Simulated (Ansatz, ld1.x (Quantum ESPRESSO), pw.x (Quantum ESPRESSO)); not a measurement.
## Equation-of-state test of one TM potential (scandium (Sc))

scandium, norm-conserving Troullier–Martins (Kleinman–Bylander form), made with ld1.x (Quantum ESPRESSO) 7.5 (LDA (PW92), scalar-relativistic). Core [Ar], reference 3d1 4s2 4p0. Waves: 4s (bound): rc 2.65 bohr; 4p (bound, empty): rc 2.95 bohr; 3d (bound): rc 2.75 bohr. Local part: all-electron potential smoothed inside 2.50 bohr (lloc = -1). Core correction: Bessel-smoothed model core inside 2.55 bohr.

Atomic tests: cutoffs needed: 30 Ry and 35 Ry (the cutoffs (Ry, on a coarse ladder) from which the occupation-weighted sum of valence levels, in a spherical-Bessel basis at the reference potential, stays within 10 and 1 mRy of its value at 400 Ry); ghost test: no extra level below or beside the all-electron valence levels (s, p, d, f tested) (spherical-Bessel basis up to 400 Ry, 20 bohr box); largest excitation error: +361 meV (all-electron minus pseudo) for 3d0 4s2 4p0, out of 7 test configurations.

Crystal test: fcc Sc in pw.x 7.5, no spin, 13³ k-points, Fermi–Dirac smearing 0.01 Ry, cutoffs 50/200 Ry. The reference is all-electron LAPW (Ansatz 0.2.0) with the same functional, mesh and smearing; V0 and B0 come from Birch–Murnaghan fits to the pressures at five volumes. Errors are pseudo minus all-electron; Δ is the rms difference of the E(V) curves that follow from these fits, minima aligned, over ±6 % about the mean V0. Mesh and smearing are coarse, so the numbers serve the comparison and aren't converged zero-temperature values; the lattice is a test structure that the element need not adopt.

```
V (Å³/atom)  P all-electron (GPa)  P pseudo (GPa)
     21.427                  3.16            2.70
     21.991                  1.50            1.03
     22.555                  0.00           -0.47
     23.119                 -1.35           -1.83
     23.683                 -2.57           -3.05
```

All-electron: a0 = 4.485 Å (V0 = 22.56 Å³/atom), B0 = 56.8 GPa.

Pseudopotential: mean pressure error (GPa): -0.47; a0 (Å): 4.473; a0 error (%): -0.27; B0 error (%): +3.0; Δ (meV/atom): 2.3. The logarithmic derivative shows an extra or strongly shifted pseudo pole above the reference energy (s near 0.32 Ry).

Question: At the middle volume, how do free energy and pressure move when the wave cutoff is lowered (ecutrho kept at four times it)?

Answer:

```
cutoff (Ry)  shift of F (meV/atom)  shift of P (GPa)
         22                 +522.3            -14.48
         30                  +37.4             -2.00
         40                   +0.3             -0.01
```

The run at the middle volume (84 k-points, 6 iterations) took about 7.2 s on one core of a shared host (Neoverse-V1, 32 threads, 247 GiB, load 21).
